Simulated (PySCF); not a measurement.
**Unknown: peak-picked proton spectrum**

Formula C$_{3}$H$_{7}$F. The spectrum was simulated from the full spin Hamiltonian at 300 MHz with 0.8 Hz Lorentzian lines, from shifts rounded to 0.01 ppm and J to 0.1 Hz, couplings under 1 Hz left out.

Maxima in ppm (height), grouped by integral:
1H: 4.718 (3), 4.695 (8), 4.672 (10), 4.650 (8), 4.627 (3), 4.534 (3), 4.511 (7), 4.488 (10), 4.466 (8), 4.443 (3)
6H: 1.288 (100), 1.266 (99), 1.214 (100), 1.192 (99)

Gas phase, one conformer, equivalent nuclei averaged, non-relativistic Hamiltonian. Spin–spin couplings from B3LYP/pcJ-1 (spin–dipole term only in couplings to heteroatoms); geometry: PBE0-D3(BJ)/def2-SVP; GIAO PBE0/pcSseg-1 shieldings; PySCF 2.14.

Chemical shifts δ = σref − σ; TMS for ¹H (31.27 ppm), all at this level.

Q: Analyse the multiplets.

A: ¹H NMR (300 MHz, computed): δ 4.58 (d of sept, J = 55.2, 6.8 Hz, 1H), 1.24 (dd, J = 22.2, 6.8 Hz, 6H). These are first-order names from the parameters used; overlap and second-order distortion can hide them in the list.

Q: What is the compound?

A: SMILES CC(C)F.

Atom-mapped SMILES (the numbers label the heavy atoms): `[CH3:1][CH:2]([CH3:3])[F:4]`; H(Xn) means a hydrogen on atom n.

1. δ 4.58: H(C2), hydrogen on an sp3 CH bonded to F, coupled to F4 (55.2 Hz), H(C1)/H(C3) (6.8 Hz).
2. δ 1.24: H(C1)/H(C3), hydrogen on a methyl carbon, coupled to F4 (22.2 Hz), H(C2) (6.8 Hz).

Multiplet labels drop couplings under 1 Hz and merge nearly equal ones. Unscaled 3J(H,H) at this level run about 9 % above measured values.
